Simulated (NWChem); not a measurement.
System: C cation, doublet

Here is an NWChem input.

```
start job
memory heap 200 mb stack 900 mb global 1100 mb
charge 1
geometry units angstroms noautosym nocenter noautoz
  C      0.000000     0.000000     0.000000
end
basis spherical
  * library def2-tzvp
end
dft
  odft
  mult 2
  xc xpbe96 cpbe96
  iterations 150
end
property
  hyperfine
end
task dft property
```

NWChem printed, in part:

```
             Northwest Computational Chemistry Package (NWChem) 7.3.0
             --------------------------------------------------------

                             Geometry "geometry" -> ""
                             -------------------------

 Output coordinates in angstroms (scale by  1.889725989 to convert to a.u.)

  No.       Tag          Charge          X              Y              Z
 ---- ---------------- ---------- -------------- -------------- --------------
    1 C                    6.0000     0.00000000     0.00000000     0.00000000

 Effective nuclear repulsion energy (a.u.)       0.0000000000

  pbe96 is a nonlocal functional; adding pw91lda local functional.
                              NWChem Property Module
                              ----------------------

  itol2e modified to match energy
  convergence criterion.

                                 NWChem DFT Module
                                 -----------------

 Summary of "ao basis" -> "ao basis" (spherical)
 ------------------------------------------------------------------------------
       Tag                 Description            Shells   Functions and Types
 ---------------- ------------------------------  ------  ---------------------
 C                         def2-tzvp                11       31   5s3p2d1f

  itol2e modified to match energy
  convergence criterion.

            General Information
            -------------------
          SCF calculation type: DFT
          Wavefunction type:  spin polarized.
          No. of atoms     :     1
          No. of electrons :     5
           Alpha electrons :     3
            Beta electrons :     2
          Charge           :     1
          Spin multiplicity:     2
          Use of symmetry is: off; symmetry adaption is: off
          Maximum number of iterations: 150
          AO basis - number of functions:    31
                     number of shells:    11
          Convergence on energy requested:  1.00D-07
          Convergence on density requested:  1.00D-05
          Convergence on gradient requested:  5.00D-04

              XC Information
              --------------
          PerdewBurkeErnzerhof Exchange Functional  1.000
            Perdew 1991 LDA Correlation Functional  1.000 local
           PerdewBurkeErnz. Correlation Functional  1.000 non-local

             Grid Information
             ----------------
          Grid used for XC integration:  fine
          Radial quadrature: Mura-Knowles
          Angular quadrature: Lebedev.
          Tag              B.-S. Rad. Rad. Pts. Rad. Cut. Ang. Pts.
          ---              ---------- --------- --------- ---------
          C                   0.70       70           6.0       590
          Grid pruning is: on
          Number of quadrature shells:    70
          Spatial weights used:  Erf1

      Superposition of Atomic Density Guess
      -------------------------------------

 Sum of atomic energies:         -37.67132820

 Renormalizing density from       6.00 to      5

      Non-variational initial energy
      ------------------------------

 Total energy =     -32.916406
 1-e energy   =     -42.019556
 2-e energy   =       9.103150
 HOMO         =      -0.638533
 LUMO         =      -0.638533

   convergence    iter        energy       DeltaE   RMS-Dens  Diis-err
 ---------------- ----- ----------------- --------- --------- ---------
 d= 0,ls=0.0,diis     1    -37.3622787246 -3.74D+01  5.19D-03  1.04D-01
                                                     5.24D-03  9.78D-02
 d= 0,ls=0.0,diis     2    -37.3718563775 -9.58D-03  7.53D-04  2.08D-03
                                                     4.88D-04  1.81D-03
 d= 0,ls=0.0,diis     3    -37.3721499771 -2.94D-04  1.33D-04  1.83D-05
                                                     1.59D-04  2.22D-05
 d= 0,ls=0.0,diis     4    -37.3721601440 -1.02D-05  2.90D-05  1.16D-06
                                                     1.90D-05  5.97D-07
 d= 0,ls=0.0,diis     5    -37.3721606287 -4.85D-07  4.40D-07  5.67D-10
                                                     5.92D-07  1.04D-09
 d= 0,ls=0.0,diis     6    -37.3721606291 -3.78D-10  9.86D-08  4.19D-13
                                                     2.87D-08  6.95D-13

         Total DFT energy =      -37.372160629061
      One electron energy =      -47.591281902291
           Coulomb energy =       15.033325059222
    Exchange-Corr. energy =       -4.814203785993
 Nuclear repulsion energy =        0.000000000000

 Numeric. integr. density =        4.999999999650

                    DFT Final Alpha Molecular Orbital Analysis
                    ------------------------------------------

 Vector    1  Occ=1.000000D+00  E=-1.058653D+01
              MO Center=  3.4D-17, -4.1D-17, -1.9D-16, r^2= 2.8D-02
   Bfn.  Coefficient  Atom+Function         Bfn.  Coefficient  Atom+Function
  ----- ------------  ---------------      ----- ------------  ---------------
     2      0.609555  1 C  s                  1      0.466394  1 C  s
     3      0.034369  1 C  s

 Vector    2  Occ=1.000000D+00  E=-9.611055D-01
              MO Center=  1.4D-14, -1.1D-14, -6.5D-14, r^2= 7.1D-01
   Bfn.  Coefficient  Atom+Function         Bfn.  Coefficient  Atom+Function
  ----- ------------  ---------------      ----- ------------  ---------------
     4      0.536140  1 C  s                  3      0.516852  1 C  s
     2     -0.267921  1 C  s                  1     -0.124207  1 C  s
     5      0.071263  1 C  s

 Vector    3  Occ=1.000000D+00  E=-6.596512D-01
              MO Center=  2.3D-15, -5.2D-15, -1.2D-14, r^2= 7.6D-01
   Bfn.  Coefficient  Atom+Function         Bfn.  Coefficient  Atom+Function
  ----- ------------  ---------------      ----- ------------  ---------------
     7      0.563692  1 C  py                10      0.448310  1 C  py
    13      0.117239  1 C  py                 8     -0.112804  1 C  pz
    11     -0.089714  1 C  pz                 6      0.033904  1 C  px
     9      0.026964  1 C  px

 Vector    4  Occ=0.000000D+00  E=-6.301502D-01
              MO Center=  3.0D-15,  1.1D-14,  5.3D-14, r^2= 8.0D-01
   Bfn.  Coefficient  Atom+Function         Bfn.  Coefficient  Atom+Function
  ----- ------------  ---------------      ----- ------------  ---------------
     8      0.547703  1 C  pz                11      0.456323  1 C  pz
    14      0.131591  1 C  pz                 7      0.109468  1 C  py
    10      0.091204  1 C  py                13      0.026301  1 C  py

 Vector    5  Occ=0.000000D+00  E=-6.301500D-01
              MO Center= -1.1D-14, -1.2D-15, -1.2D-14, r^2= 8.0D-01
   Bfn.  Coefficient  Atom+Function         Bfn.  Coefficient  Atom+Function
  ----- ------------  ---------------      ----- ------------  ---------------
     6      0.557566  1 C  px                 9      0.464541  1 C  px
    12      0.133961  1 C  px                 7     -0.032691  1 C  py
    10     -0.027237  1 C  py

 Vector    6  Occ=0.000000D+00  E=-1.457077D-01
              MO Center=  6.0D-14, -5.4D-14, -2.9D-13, r^2= 3.8D+00
   Bfn.  Coefficient  Atom+Function         Bfn.  Coefficient  Atom+Function
  ----- ------------  ---------------      ----- ------------  ---------------
     5      1.932415  1 C  s                  4     -1.463342  1 C  s
     3     -0.159544  1 C  s                  2      0.123544  1 C  s
     1      0.059045  1 C  s

                     DFT Final Beta Molecular Orbital Analysis
                     -----------------------------------------

 Vector    1  Occ=1.000000D+00  E=-1.056934D+01
              MO Center=  3.2D-17, -3.5D-17, -1.6D-16, r^2= 2.8D-02
   Bfn.  Coefficient  Atom+Function         Bfn.  Coefficient  Atom+Function
  ----- ------------  ---------------      ----- ------------  ---------------
     2      0.609404  1 C  s                  1      0.467065  1 C  s
     3      0.032804  1 C  s

[...]

          ----------------------
          Hyperfine Interactions
          ----------------------

 Total Spin Density (Fermi Contact Term)
 ------------------ --------------------
     Atom            x         y         z       Density (a.u.)      Aiso(MHz)     Aiso(Gauss)
     1  13-C      0.00000   0.00000   0.00000      -0.038813        -43.633141     -15.569364

           -------------------------------------------
           Anisotropic Interaction (Spin-Dipolar Term)
           -------------------------------------------

 ------------------------------------------------------------
     Atom            x         y         z
 ------------------------------------------------------------
     1  13-C      0.00000   0.00000   0.00000

   Spin-Dipolar term (a.u.)
        xx             yy             zz             xy             xz             yz
 ------------------------------------------------------------------------------------------
      -0.916232       1.735513      -0.819281       0.160073      -0.032033      -0.532583

   Principal Comp. of -hf- tensor (au)            Anisotropic -hfcc- (MHz)               Anisotropic -hfcc- (Gauss)
 --------------------------------------------------------------------------------------------------------------------------
     -0.925860     1.851720    -0.925860    -124.241558   248.483078  -124.241520     -44.332403    88.664792   -44.332389

   Orientation of the principal axis of Hyperfine Tensor w.r.t absolute (molecular) frame
 --------------------------------------------------------------------------------------------------------------------------
      0.998263     0.058875    -0.002256
     -0.057287     0.978858     0.196355
      0.013768    -0.195885     0.980530
```

Level: PBE/def2-TZVP, spin-unrestricted, contact and dipolar terms. The open p shell is one determinant without spherical averaging. No stability test was run on the SCF state.
